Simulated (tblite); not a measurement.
Species: C4H2N2.
SMILES with atom numbers: `[H]/[N:4]=[C:3](\[C:2]#[CH:1])[C:5]#[N:6]` (hydrogens: H7 on C1; H8 on N4)

Computed with GFN2-xTB (tblite), gas phase: L-BFGS steps from a force-field or distance-geometry start until the largest atomic force falls under 0.01 eV/Å.

Geometry at step 0:
```
atom  x, y, z in Å
C1      2.0370    0.0980    0.0746
C2      0.8121    0.0093    0.0105
C3     -0.6046   -0.1137   -0.0253
N4     -1.2296   -1.2390   -0.0389
C5     -1.4037    1.1005   -0.0708
N6     -2.0314    2.0704   -0.1059
H7      3.0835    0.1990    0.1215
H8     -0.6542   -2.1151    0.0097
```

**Question.** Give the atomic forces at this geometry.

**Answer.** 
```csv
atom,Fx (eV/Å),Fy (eV/Å),Fz (eV/Å)
C1,-2.731,-0.157,-0.145
C2,2.640,0.668,0.221
C3,-0.681,-1.103,-0.118
N4,0.678,0.216,0.135
C5,-0.291,0.681,-0.028
N6,0.910,-1.367,0.053
H7,-0.106,-0.087,-0.020
H8,-0.420,1.149,-0.096
```

The largest, 2.74 eV/Å, acts on C1 (C2 within 3 % of it); the rms over all components is 0.957 eV/Å. The forces sum to zero within rounding, as they must for an isolated molecule in no field.

**Question.** Give the force on C1 in Eh/bohr and in nN.

**Answer.** 2.739 eV/Å ÷ 51.422 = 0.05327 Eh/bohr, and 2.739 eV/Å × 1.602 = 4.39 nN.

**Question.** How far is this geometry from the end of the optimisation?

**Answer.** 0.125 eV above it, and 0.064 Å rms away after alignment. The bonds farthest from their final lengths, with half the difference of the two atoms' forces along the bond (positive lengthens):

```tsv
bond	now (Å)	final (Å)	force along bond (eV/Å)
N4–H8	1.049	1.018	-0.70
C1≡C2	1.230	1.201	-2.71
C3=N4	1.287	1.265	-0.91
C3–C5	1.454	1.434	+0.64
C5≡N6	1.156	1.144	-1.19
C2–C3	1.422	1.428	+1.73
```

The angle farthest from its final value is C2–C3–C5, 118.4° against 113.1°.

Of the 5 listed bonds off by 0.010 Å or more, this force points towards the final length in 4.

Hardware: an Arm Neoverse N1 with one thread, on a shared host.
